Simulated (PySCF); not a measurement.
From one molecule to another.

First species: C2H6BN.
Numbering: `[BH2:1][N:2]1[CH2:3][CH2:4]1` (hydrogens: H5, H6 on B1; H7, H8 on C3; H9, H10 on C4)

Second species: streptocyanine-1, CH₅N₂ (charge +1).
Z-matrix (Å and degrees, PBE0-D3(BJ)/def2-SVP geometry), rows numbered from 1:
```
N 
C   1  1.3075
N   2  1.3076  1  125.80
H   1  1.0174  2  123.17  3     0.01
H   1  1.0158  2  119.97  3   179.95
H   2  1.0958  1  117.10  3   180.00
H   3  1.0174  2  123.17  1     0.00
H   3  1.0158  2  119.97  1   179.94
```

Levels: B3LYP/def2-SVPD for HOMO energy, LUMO energy, HOMO–LUMO gap, static isotropic polarisability and electronic spatial extent ⟨r²⟩ about the centre of nuclear charge; TDDFT B3LYP/def2-SVPD for lowest singlet excitation; TDA B3LYP/def2-SVPD for lowest triplet excitation (Tamm–Dancoff); ΔSCF B3LYP/def2-SVPD for vertical ionisation energy; PBE0-D3(BJ)/def2-SVP for rotational constant A and rotational constant C. Geometries: PBE0-D3(BJ)/def2-SVP. Each structure is a single optimised conformer of the isolated species, non-relativistic unless stated; the electronic structure was computed with PySCF and density fitting.

Dipoles, sizes and rotational constants follow the conformer. The torsions of the flexible species, by atom-mapped SMILES:
- `[NH2:1][CH:2]=[NH2+:3]`: H–N1–C2–N3 0°, H–N1–C2–N3 180°

```json
{"property": "HOMO energy", "column X": "-14.18 eV", "column Y": "-7.65 eV"}
{"property": "LUMO energy", "column X": "-6.57 eV", "column Y": "-0.23 eV"}
{"property": "HOMO–LUMO gap", "column X": "7.61 eV", "column Y": "7.42 eV"}
{"property": "lowest singlet excitation", "column X": "7.57 eV", "column Y": "6.71 eV"}
{"property": "lowest triplet excitation (Tamm–Dancoff)", "column X": "5.14 eV", "column Y": "5.28 eV"}
{"property": "static isotropic polarisability", "column X": "26.6 au", "column Y": "48.6 au"}
{"property": "vertical ionisation energy", "column X": "16.99 eV", "column Y": "10.08 eV"}
{"property": "electronic spatial extent ⟨r²⟩ about the centre of nuclear charge", "column X": "158 bohr²", "column Y": "271 bohr²"}
{"property": "rotational constant A", "column X": "59.997 GHz", "column Y": "19.614 GHz"}
{"property": "rotational constant C", "column X": "8.740 GHz", "column Y": "5.606 GHz"}
```

Problem. Which column belongs to which species?

Solution. Column X is the second species and column Y the first. The first has 10 atoms and 30 electrons, the second 8 and 24; their charges are 0 and +1, their HOMO energies -7.65 eV and -14.18 eV.

Problem. How does each property change from the first species to the second?

Solution. HOMO energy -6.53 eV; LUMO energy -6.34 eV; HOMO–LUMO gap +0.19 eV; lowest singlet excitation +0.86 eV; lowest triplet excitation (Tamm–Dancoff) -0.14 eV; static isotropic polarisability -22.0 au; vertical ionisation energy +6.91 eV; electronic spatial extent ⟨r²⟩ about the centre of nuclear charge -113 bohr²; rotational constant A +40.383 GHz; rotational constant C +3.134 GHz.

On the first: No computed singlet falls in the visible range (750 to 380 nm, 1.65 to 3.26 eV); S1 lies 3.45 eV above its blue end. The 10 singlets span 6.71 to 8.75 eV, and their oscillator strengths add up to 0.46.

On the second: In wavenumbers S1 is 61100 cm⁻¹ (1 eV = 8065.54 cm⁻¹). The vertical singlet–triplet gap S1 − T1 is 2.43 eV (TDDFT singlet less Tamm–Dancoff triplet; S1: HOMO→LUMO, weight 0.97; T1: HOMO→LUMO, weight 0.99).
